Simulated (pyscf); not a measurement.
Single points on ωB97X-D3(BJ)/def2-SVP structures (PySCF, gas phase).

Problem. Estimate by transition-state theory the rate constant of HO–SiH₂–OH + HS–SH → HO–SiH(OH)–S–SH + H₂ (singlet surface; H–Si, H–S broken, S–Si, H–H formed) at 600 K, with ωB97M-D3(BJ)/def2-TZVP energies (ideal gas, 1 atm, RRHO with modes under 100 cm⁻¹ raised to 100, one conformer, R ln 2 for chiral ones without a mode under 150 cm⁻¹; no tunnelling).

Solution. The electronic barrier is 37.1 kcal/mol and the thermal terms add +25.3, so ΔG‡ = 62.3 kcal/mol. With k_BT/h = 1.25e+13 s⁻¹ and RT = 1.192 kcal/mol, and a volume of 8.18e-20 cm³ per molecule at 1 atm, k = 2.0e-29 cm³ molecule⁻¹ s⁻¹. Wigner's tunnelling factor for 827i cm⁻¹ would be 1.16. A shift of 1 kcal/mol in the barrier changes k by a factor 2.3. On the reactant side the descent ends in a complex (not fully relaxed), 5.3 kcal/mol under the separated species and 41.3 kcal/mol under the saddle at ωB97X-D3(BJ)/def2-TZVP. This is the saddle that the search found; another between the same sides may lie lower.
